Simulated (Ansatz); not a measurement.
Two isomers of C4H4F2: A = `FC1=CC(F)C1`, B = `C=CC=C(F)F`.

Calculated with Ansatz (gas phase, PBE0-D4/def2-TZVP geometries, no zero-point term in ΔE). CCSD(T)/CBS adds triple-zeta CCSD(T) − MP2 to the extrapolated MP2 energy (def2 sets, frozen cores). DFT in def2-TZVPP. B3LYP here is the variant with VWN-RPA as its local correlation; programs differ in this. Each species was taken in one conformer, which may not be the lowest.

A:

Z-matrix (Å, degrees):
```
C
F 1 1.379
C 1 1.555 2 113.9
C 1 1.502 2 115.6 3 100.7
H 1 1.093 2 107.3 3 -128.0
C 3 1.492 1 82.5 2 119.7
H 3 1.091 1 112.6 2 4.8
H 3 1.092 1 116.5 2 -123.9
H 4 1.080 1 133.5 2 64.6
F 6 1.317 3 128.4 1 174.5
```

B:

```xyz
10

C     1.2312   -0.5033    1.3210
C     0.6790    0.1244    0.2839
C    -0.6445   -0.1626   -0.2198
C    -1.1879    0.4653   -1.2524
F    -2.3867    0.2221   -1.7275
F    -0.6127    1.4178   -1.9498
H     0.7046   -1.2846    1.8588
H     2.2274   -0.2531    1.6625
H     1.2381    0.9016   -0.2287
H    -1.2485   -0.9276    0.2520
```

(1) Which is lower in electronic energy at CCSD(T)/CBS, and by how much? (Estimate.)

(2) Give E(B) − E(A) in kJ/mol with B3LYP-D4, CCSD(T)/def2-TZVPP, BLYP-D4, B2PLYP, CCSD(T)/def2-SVP, B3LYP, PBE-D4. (Best estimate.)

(3) Does the order hold for the free energy at 298.15 K (harmonic terms from PBE0-D4)? (Estimate.)

Largest T1 diagnostic: 0.012.

Answers

(1) The calculation gave: B, by 36.7 kJ/mol.

(2) Ansatz gave: B3LYP-D4 -54.3, CCSD(T)/def2-TZVPP -39.5, BLYP-D4 -63.0, B2PLYP -48.1, CCSD(T)/def2-SVP -49.2, B3LYP -55.9, PBE-D4 -39.9. None reverses the order clearly.

(3) Computed: Yes: G(B) − G(A) = -43.1 kJ/mol, for one conformer each.

Leaving LDA and LC-ωPBE aside and taking each functional with its dispersion term where it has one, the values, not all of them listed here, spread over 37.5 kJ/mol, from BLYP-D4 to PBE-QIDH. LDA lies +11.8 kJ/mol from PBE without D4. From PBE to PBE0 (25 % exact exchange), in def2-TZVPP and without D4, E(B) − E(A) moves by +9.2 kJ/mol.
